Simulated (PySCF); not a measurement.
**Bonding in `COC(=S)CF`**

Species: C3H5FOS.
SMILES with atom numbers: `[CH3:1][O:2][C:3](=[S:4])[CH2:5][F:6]` (hydrogens: H7, H8, H9 on C1; H10, H11 on C5)

Cartesian coordinates in Å at the GFN2-xTB level; atoms count from 1:
```
atom  x, y, z in Å
C1    -1.8516   -0.2524   -0.0019
O2    -0.4907   -0.5209    0.2740
C3     0.4086    0.3278   -0.1710
S4     0.0927    1.6775   -1.0265
C5     1.8294   -0.0394    0.1757
F6     1.9031   -1.2034    0.8810
H7    -2.4172   -1.0622    0.4517
H8    -2.0226   -0.2190   -1.0807
H9    -2.1445    0.7098    0.4263
H10    2.2813    0.7512    0.7869
H11    2.4169   -0.1664   -0.7415
```

Bond orders from the PBE0/pcSseg-1 density (PySCF). The structure is a single GFN2-xTB conformer in the gas phase; no vibrational or solvent corrections.

(1) How far do the computed orders between heavy atoms stray from the drawn ones?

(2) Set the Mayer orders of the bonds between heavy atoms beside their lengths.

## Answers

(1) The largest departure is 0.258, at C3–S4 (drawn double, 1.742). Drawn single, order above 1.12: O2–C3 (1.177). Drawn single, order below 0.88: C1–O2 (0.860).

(2) 
| bond | drawn as | length (Å) | Mayer order |
| --- | --- | --- | --- |
| C1–O2 | single | 1.414 | 0.860 |
| O2–C3 | single | 1.314 | 1.177 |
| C3–S4 | double | 1.629 | 1.742 |
| C3–C5 | single | 1.508 | 0.938 |
| C5–F6 | single | 1.363 | 0.926 |

Bonds between the same two heavy elements. C–O: lowest C1–O2 (0.860, 1.414 Å), highest O2–C3 (1.177, 1.314 Å).

Problem. And the bonds to hydrogen?

Solution. C–H: 0.94 to 0.96 (5 bonds).

Problem. Sum the orders of all bonds at each heavy atom with more than one neighbour and set the sums beside the valence in the SMILES.

Solution. C1 3.733 (drawn 4), O2 2.037 (drawn 2), C3 3.857 (drawn 4), C5 3.743 (drawn 4). Orders between atoms that aren't bonded are not in these sums.

Mayer orders depend on the basis set.
